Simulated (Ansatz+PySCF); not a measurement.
# doublet CH₂O(+): levels of theory in one basis

```xyz
4

O     0.0000    0.0000   -1.1343
C     0.0000    0.0000    0.0025
H     0.0000    0.9679    0.5659
H     0.0000   -0.9679    0.5659
```

Basis set: cc-pVTZ (spherical functions). Correlated methods keep 2 orbitals frozen. Correlation on ROHF uses semicanonical orbitals with singles. Charge 1, multiplicity 2.

Computed with Ansatz (development build ahead of 0.2.0) and PySCF 2.14.0; each method stands on the lowest determinant of its kind that the runs found.

```
  method  E − E(ROHF) (eV)  <S²> of the determinant
    ROHF              0.00                     0.75
     UHF             -0.24                     0.78
ROHF-MP2             -9.24                        –
 UHF-MP2             -9.24                     0.78
```

(1) What does ROHF-CCSD(T) give on the same scale?

Answers

(1) -10.34 eV.

Caution for ROHF-MP2, ROHF-CCSD(T): large amplitudes, a single reference is doubtful.
